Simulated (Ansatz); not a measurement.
We consider hcp Zn, described by r²SCAN+rVV10 (PAW; Ansatz, a program for electronic structure).

Run with plane-wave cutoff 560 eV, 24×24×12 k mesh (along the axes of the cell as run), Fermi–Dirac smearing 0.05 eV, scalar-relativistic PAW data made under PBE.

Cell (relaxed at this level):

```cif
data_Zn2
_chemical_formula_sum 'Zn2'
_space_group_name_H-M_alt 'P63/mmc'
_space_group_IT_number 194
_space_group_name_Hall '-P 6c 2c'
_cell_length_a 2.59681
_cell_length_b 2.59681
_cell_length_c 4.86680
_cell_angle_alpha 90.000
_cell_angle_beta 90.000
_cell_angle_gamma 120.000
loop_
_atom_site_label
_atom_site_type_symbol
_atom_site_symmetry_multiplicity
_atom_site_Wyckoff_symbol
_atom_site_fract_x
_atom_site_fract_y
_atom_site_fract_z
_atom_site_occupancy
Zn1 Zn 2 c 0.33333 0.66667 0.25000 1
```

**Question.** What does this level give for the bulk modulus?

**Answer.** 
* **bulk modulus**: 81.6 GPa

The run finds no gap.

Measured, for comparison: bulk modulus 69.7 GPa (zero-point energy and finite temperature contributions removed, our sources range from 64.7 to 69.7; as tabulated in doi:10.1021/acs.jctc.3c00612). Computed (rounded) less measured: bulk modulus +17 % (+17 % to +26 % over the range).

Note: the bulk modulus comes from volumes at which shape and atoms were relaxed.

Static lattice: no zero-point or thermal effects.

Computing time: about 13 core-minutes (a rough figure).
